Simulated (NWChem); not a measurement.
**Basis-set convergence for methylamine (CH5N)**

```xyz
7

C     -0.0879     0.6951     0.0000
N      0.1985    -0.7322     0.0000
H      0.3721     1.1679    -0.8835
H      0.3721     1.1679     0.8835
H     -1.1629     0.9798     0.0000
H     -0.2216    -1.1804    -0.8146
H     -0.2216    -1.1804     0.8146
```
Charge 0, spin multiplicity 1.

All runs are NWChem calculations. Structure: optimised with B3LYP/def2-SVP, a minimum by its harmonic frequencies.

Quantity: vertical ionisation energy at the level ΔCCSD(T) (Δ: difference of total energies, the cation a doublet at the parent's geometry with its hole in an orbital of symmetry a' (Cs labels); it is the state that the SCF runs reached, from PBE0 orbitals for Hartree-Fock references, and need not be the lowest).

The correlated methods keep 2 core orbitals frozen. The Pople sets run with spherical d functions. No SCF solution was tested for a lower state. Open-shell Hartree-Fock references start from PBE0 orbitals; any time given for them includes that run.

Relative cost: rough, from shared machines, SCF included, 3-21G = 1.

```tsv
basis	functions	vertical ionisation energy (eV)	relative cost
3-21G	28	8.56	1
6-31+G*	46	___	under 3
def2-SVP	53	9.29	under 3
pcseg-1	53	___	under 3
6-311G**	66	___	5
```

Question: Some entries are withheld; supply them.

Answer: 
- 6-31+G*, vertical ionisation energy (eV): 9.33
- pcseg-1, vertical ionisation energy (eV): 9.41
- 6-311G**, vertical ionisation energy (eV): 9.38
